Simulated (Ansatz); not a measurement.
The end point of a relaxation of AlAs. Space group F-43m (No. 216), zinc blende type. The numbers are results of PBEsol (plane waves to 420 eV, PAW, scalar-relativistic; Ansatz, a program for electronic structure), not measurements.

```cif
data_AlAs
_chemical_formula_sum 'Al1 As1'
_space_group_name_H-M_alt 'P 1'
_space_group_IT_number 1
_cell_length_a 4.01259
_cell_length_b 4.01259
_cell_length_c 4.01259
_cell_angle_alpha 60.000
_cell_angle_beta 60.000
_cell_angle_gamma 60.000
loop_
_space_group_symop_operation_xyz
  'x, y, z'
loop_
_atom_site_label
_atom_site_type_symbol
_atom_site_fract_x
_atom_site_fract_y
_atom_site_fract_z
_atom_site_occupancy
Al1 Al 0.25000 0.25000 0.25000 1
As1 As 0.00000 0.00000 0.00000 1
```

For AlAs, the volume per atom is 22.84 Å³, the band gap is 1.34 eV, indirect (valence top at Γ, conduction bottom at X) (no spin-orbit coupling) and the smallest direct gap is 1.91 eV at Γ. The shortest distances is Al–As 2.46 Å and the k-mesh is 10×10×10.

No spin polarisation in the result.

Measured for AlAs: a 5.649 Å (static lattice; corrected from measurement; as listed in Daniel Mejia-Rodriguez, S. B. Trickey, Phys. Rev. B (2018)); gap 2.28 eV (static lattice; corrected from measurement; as listed in Wei Chen et al., Physical Review Materials (2018)). Computed minus measured — a: PBEsol +0.5 %; gap: PBEsol -0.94 eV. The computed values are for a static lattice, and a measured gap can be an optical one, lowered by exciton binding.

The run could not lose the symmetry of its start.
